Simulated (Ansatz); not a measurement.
Geometry optimisation, UKS r2SCAN-D4/STO-3G (Ansatz).

input.yaml

```yaml
crystal:
  periodic: [false, false, false]
  atoms:
    - { symbol: B, position_ang: [0.7167, -1.7303, 2.02629] }
    - { symbol: Si, position_ang: [0.31319, -0.60576, 0.63388] }
    - { symbol: C, position_ang: [-0.19523, 0.51688, -0.62858] }
    - { symbol: H, position_ang: [1.06806, -0.74926, -0.58398] }
    - { symbol: H, position_ang: [0.07162, 1.56752, -0.62817] }
magnetization:
  spin_polarized: true
  initial_magnetization: 1
basis:
  gaussian: { orbitals: STO-3G }
hamiltonian:
  xc: r2scan
  dispersion: d4
relax:
  f_tol: 0.02
  max_steps: 50
```

Run as:

```bash
$ ansatz run input.yaml --threads 1 --pin off --max-ram 2048MiB --backend cpu --events-out ev --progress --plain --runs-dir out
```

Where does it end, and by what steps?

The run converged. Limits of this set-up: minimal basis. After 10 steps the energy has fallen by 2.370 eV; H4 moved furthest, 0.88 Å.

```csv
step,energy less start (eV),largest force component (eV/Å),accepted
0,0.0000,1.612,yes
1,-0.5861,2.793,yes
2,-1.2847,2.303,yes
3,-1.8020,0.841,yes
4,-2.0712,1.338,yes
5,-2.2718,0.502,yes
6,-2.3485,0.257,yes
7,-2.3653,0.232,yes
8,-2.3643,0.129,no
9,-2.3696,0.020,yes
10,-2.3697,0.014,yes
```

```xyz
5
Properties=species:S:1:pos:R:3
B 0.305 -1.121 2.036
Si 0.715 -0.676 0.164
C 0.063 0.745 -0.504
H 1.380 -1.553 -0.785
H -0.489 1.604 -0.092
```

Whether the end is a true minimum wasn't checked by a vibrational analysis.

Time of the run: 58 s on 1 thread of Intel(R) Xeon(R) Platinum 8259CL CPU @ 2.50GHz (Skylake/Cascade Lake), on a shared host, peak memory 0.17 GiB.
